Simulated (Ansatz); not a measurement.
C3H7NO can be A, `C/C(O)=C/N`, or B, `CNC(C)=O`.

Computed with Ansatz on PBE0-D4/def2-TZVP structures; ΔE is electronic, products minus reactants. CCSD(T)/CBS adds triple-zeta CCSD(T) − MP2 to the extrapolated MP2 energy (def2 sets, frozen cores). DFT in def2-TZVPP. B3LYP here is the variant with VWN-RPA as its local correlation; programs differ in this. One conformer a species, not always the lowest.

A:

Z-matrix (Å, degrees):
```
C
C 1 1.482
H 1 1.093 2 110.3
H 1 1.093 2 110.3 3 118.3
H 1 1.090 2 110.8 3 -120.8
O 2 1.347 1 113.9 3 -59.2
C 2 1.338 1 125.5 3 120.8
H 6 0.976 2 104.0 1 -180.0
N 7 1.429 2 117.3 1 -180.0
H 7 1.085 2 120.9 1 0.0
H 9 1.012 7 112.4 2 -119.3
H 9 1.013 7 112.4 2 119.3
```

B:

```xyz
12

C     0.4702    0.7932   -1.6587
N     0.5136    0.2086   -0.3446
C    -0.6029   -0.2003    0.3093
C    -0.3695   -0.7914    1.6774
O    -1.7185   -0.1031   -0.1622
H    -0.5750    0.8330   -1.9623
H     1.0263    0.1907   -2.3822
H     0.8779    1.8077   -1.6571
H     1.4014    0.0939    0.1096
H    -0.7668   -1.8072    1.6882
H    -0.9366   -0.2111    2.4066
H     0.6797   -0.8141    1.9760
```

(1) Which isomer does CCSD(T)/CBS put lower? Give the gap. (Best estimate.)

(2) Give E(B) − E(A) in kcal/mol with B3LYP, ωB97M-V, CCSD/def2-TZVPP, B3LYP-D4, MP2/def2-TZVPP, HF/def2-TZVPP, CCSD(T)/def2-TZVPP. (Estimate.)

Largest T1 diagnostic: 0.014.

## Answers

(1) Computed: B, by 17.6 kcal/mol.

(2) Computed: B3LYP -20.4, ωB97M-V -18.8, CCSD/def2-TZVPP -18.5, B3LYP-D4 -20.2, MP2/def2-TZVPP -18.7, HF/def2-TZVPP -22.8, CCSD(T)/def2-TZVPP -18.3. None reverses the order clearly.

In def2-TZVPP, CCSD(T) changes the Hartree–Fock value by +4.5 kcal/mol (the triples alone add +0.2 kcal/mol) and MP2 by +4.1 kcal/mol.
